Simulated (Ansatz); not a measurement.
**bcc Ag (model structure)**

Level of theory: HSE06 (Ansatz, a first-principles code, PAW).

Settings: plane-wave cutoff 500 eV, 12×12×12 k mesh, Fermi–Dirac smearing 0.1 eV, no spin polarisation, scalar-relativistic PAW data made under PBE.

Cell (relaxed at this level):

```cif
data_Ag2
_chemical_formula_sum 'Ag2'
_space_group_name_H-M_alt 'Im-3m'
_space_group_IT_number 229
_space_group_name_Hall '-I 4 2 3'
_cell_length_a 3.29867
_cell_length_b 3.29867
_cell_length_c 3.29867
_cell_angle_alpha 90.000
_cell_angle_beta 90.000
_cell_angle_gamma 90.000
loop_
_atom_site_label
_atom_site_type_symbol
_atom_site_symmetry_multiplicity
_atom_site_Wyckoff_symbol
_atom_site_fract_x
_atom_site_fract_y
_atom_site_fract_z
_atom_site_occupancy
Ag1 Ag 2 a 0.00000 0.00000 0.00000 1
```
(The calculation used a cell of 1 atom; values per cell refer to that cell.)

For bcc Ag (model structure), the band gap is zero (no gap).

Note: exact exchange on metals is sensitive to the k mesh and can open a false gap; the relaxation could raise the start's symmetry but not lower it, so the cell can be a saddle point.

Spin–orbit coupling is not included.

The computed numbers hold no vibrational or temperature effects.

A model structure was made by putting elements into a prototype or built by hand; it is no filed structure, need not be a known phase, and can be a saddle point held by its symmetry.
